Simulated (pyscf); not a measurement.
Optimised with ωB97X-D3(BJ)/def2-SVP in PySCF. MP2 and CC: frozen core, UHF for open shells. ΔMP2 is the change of the MP2 total energy from the triple- to the quadruple-zeta basis.

SMILES: COB(O)O
```xyz
10

C     -1.6727     0.0292    -1.5386
O     -0.9927     1.2016    -1.1428
B      0.3473     1.3302    -1.3745
O      0.9952     2.4716    -0.9779
O      1.0414     0.3293    -1.9980
H     -1.5986    -0.1321    -2.6272
H     -1.2658    -0.8630    -1.0335
H     -2.7329     0.1392    -1.2663
H      0.3858     3.0842    -0.5513
H      1.9725     0.5573    -2.0914
```
Charge 0, spin multiplicity 1.

Problem. What is the homolytic dissociation enthalpy (298 K, CCSD(T)/def2-TZVPP + ΔMP2(QZVPP)) of the B–O bond of H₃C–O–B(OH)–OH, to H₃C–O• + [HO–B–OH]•?

Solution. B–O to H₃C–O• + [HO–B–OH]•: 5.91 eV. The radicals are drawn with the spin at the cut bond; how far it spreads was not checked. H₃C–O• lies 0.30 eV over its isomer •H₂C–OH, and others may lie lower still (electronic energy, ωB97M-D3(BJ)). Other isomers of [HO–B–OH]• were not searched in full and may lie lower. The CCSD(T) − MP2 part came from Ansatz, without density fitting, on the same reference.
